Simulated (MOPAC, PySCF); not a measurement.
C4H6, SMILES `C=C=CC`, neutral singlet in the gas phase. 

Cartesian coordinates (Å):
SMILES: C=C=CC
```xyz
10

C      2.0752     0.3160     0.0724
C      0.8423    -0.0404     0.2893
C     -0.3928    -0.3928     0.4995
C     -1.5549    -0.0241    -0.3820
H      2.7459    -0.2975    -0.5192
H      2.4774     1.2380     0.4778
H     -0.6106    -0.9994     1.3755
H     -2.0485    -0.9205    -0.7668
H     -1.2302     0.5812    -1.2272
H     -2.3039     0.5395     0.1806
```
Charge 0, multiplicity 1.

All levels are single points at this geometry (B3LYP-D3(BJ)/def2-TZVP); Pople sets use spherical d functions. Orbital energies aren't observables, and empty levels follow the basis.

PM3 in MOPAC gives HOMO (eV) = -9.78.

### Question
Estimate the HOMO (eV) from each of these levels: PBE-D3(BJ)/def2-TZVP in PySCF; ωB97X-D3(BJ)/def2-TZVP in PySCF; B3LYP/6-311+G** in PySCF; BP86/6-31G* in PySCF; M06-2X/6-31G* in PySCF; PBE/6-31G* in PySCF; SVWN5/6-31G* in PySCF; HF/3-21G in PySCF; HF/6-31G* in PySCF; HF/STO-3G in PySCF; AM1 in MOPAC; PM7 in MOPAC.

### Answer

```json
[
 {"level": "PBE-D3(BJ)/def2-TZVP in PySCF", "HOMO (eV)": "-6.06"},
 {"level": "ωB97X-D3(BJ)/def2-TZVP in PySCF", "HOMO (eV)": "-9.62"},
 {"level": "B3LYP/6-311+G** in PySCF", "HOMO (eV)": "-7.03"},
 {"level": "BP86/6-31G* in PySCF", "HOMO (eV)": "-5.85"},
 {"level": "M06-2X/6-31G* in PySCF", "HOMO (eV)": "-8.20"},
 {"level": "PBE/6-31G* in PySCF", "HOMO (eV)": "-5.75"},
 {"level": "SVWN5/6-31G* in PySCF", "HOMO (eV)": "-5.83"},
 {"level": "HF/3-21G in PySCF", "HOMO (eV)": "-9.69"},
 {"level": "HF/6-31G* in PySCF", "HOMO (eV)": "-9.65"},
 {"level": "HF/STO-3G in PySCF", "HOMO (eV)": "-8.19"},
 {"level": "AM1 in MOPAC", "HOMO (eV)": "-9.75"},
 {"level": "PM7 in MOPAC", "HOMO (eV)": "-9.85"}
]
```
